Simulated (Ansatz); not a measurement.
HOB, triplet: the ladder up to UCCSDTQ

Geometry: that of the HOB, singlet, kept fixed. The singlet lies 3.6 eV lower here.

```yaml
atoms:
  - { symbol: B, position_ang: [0.0000, 0.0000, 1.1655] }
  - { symbol: O, position_ang: [0.0000, 0.0000, -0.1066] }
  - { symbol: H, position_ang: [0.0000, 0.0000, -1.0588] }
```

Basis 6-31G; Ansatz 0.2.0. Correlated methods freeze the noble-gas cores, which leaves 10 electrons in 18 orbitals. R marks a restricted (for open shells ROHF) determinant, U an unrestricted one. Active spaces: valence = (10e, 9o) chosen from the atoms' valence shells.

Full CI isn't at hand for all of this; UCCSDTQ serves as the reference, and is uncertain by about the last step of the cluster series. The frozen core follows each run's orbitals, which can shift R against U totals by a few meV.

For open shells CISD and CISDTQ are restricted-active-space CI with the open shells as a complete middle space.

```
UHF ⟨S²⟩                          : 2.008
T1 diagnostic (RCCSD)             : 0.0224
largest doubles amplitude (RCCSD) : 0.048
T1 diagnostic (UCCSD)             : 0.0172
```

```json
{"level": "UHF", "E − E(RHF) (eV)": "-0.0477"}
{"level": "RMP2", "E − E(RHF) (eV)": "-3.8291"}
{"level": "UMP2", "E − E(RHF) (eV)": "-3.8493"}
{"level": "RCCSD", "E − E(RHF) (eV)": "-4.0362"}
{"level": "UCCSD", "E − E(RHF) (eV)": "-4.0362"}
{"level": "RCCSD(T)", "E − E(RHF) (eV)": "-4.1100"}
{"level": "UCCSD(T)", "E − E(RHF) (eV)": "-4.1102"}
```

**Question.** Estimate how far UCCSDTQ in 6-31G lies from RCCSD(T). The table doesn't fix it; the size of (T) and the diagnostics are the guide.

**Answer.** UCCSDTQ in 6-31G lies 20 meV below RCCSD(T), which is 28 % of the (T) step (-74 meV). The diagnostics give no warning, yet the rest is a sizeable part of (T).

The other levels:

```json
{"level": "CISD", "E − E(UCCSDTQ) (meV)": "272", "share of correlation (%)": "93.43", "wall time": "0.57 s"}
{"level": "BCCD(T)", "E − E(UCCSDTQ) (meV)": "20", "share of correlation (%)": "99.52", "wall time": "0.51 s"}
{"level": "RCCSDT", "E − E(UCCSDTQ) (meV)": "10", "share of correlation (%)": "99.77", "wall time": "–"}
{"level": "UCCSDT", "E − E(UCCSDTQ) (meV)": "10", "share of correlation (%)": "99.77", "wall time": "–"}
{"level": "CISDTQ", "E − E(UCCSDTQ) (meV)": "9", "share of correlation (%)": "99.77", "wall time": "9 s"}
{"level": "RCCSDT(Q)", "E − E(UCCSDTQ) (meV)": "0", "share of correlation (%)": "100.00", "wall time": "3.5 s"}
{"level": "UCCSDT(Q)", "E − E(UCCSDTQ) (meV)": "-2", "share of correlation (%)": "100.04", "wall time": "3 s"}
{"level": "RCCSDTQ", "E − E(UCCSDTQ) (meV)": "0", "share of correlation (%)": "100.00", "wall time": "41 s"}
{"level": "CASSCF (valence space)", "E − E(UCCSDTQ) (meV)": "1828", "share of correlation (%)": "55.75", "wall time": "–"}
{"level": "NEVPT2 (valence space)", "E − E(UCCSDTQ) (meV)": "377", "share of correlation (%)": "90.87", "wall time": "2.1 s"}
{"level": "MRCISD (valence space)", "E − E(UCCSDTQ) (meV)": "73", "share of correlation (%)": "98.22", "wall time": "–"}
{"level": "MRCISD+Q (valence space)", "E − E(UCCSDTQ) (meV)": "28", "share of correlation (%)": "99.32", "wall time": "3.5 s"}
```

The correlation energy at UCCSDTQ, counted from RHF, is -4.130 eV. That run took 42 s on 1 thread of AMD EPYC 7B13, shared host.

Times hold each run's SCF and search for its determinant on a shared host, so for small cases they say little of a method's own cost; they ran on 1 thread of AMD EPYC 7B13. Some runs computed forces too.

Natural occupations of CASSCF (valence space) about the gap: 1.989 1.979 1.973 1.004 1.000 0.026 0.019 0.014; effectively unpaired electrons, Σ n²(2−n)², 2.01.
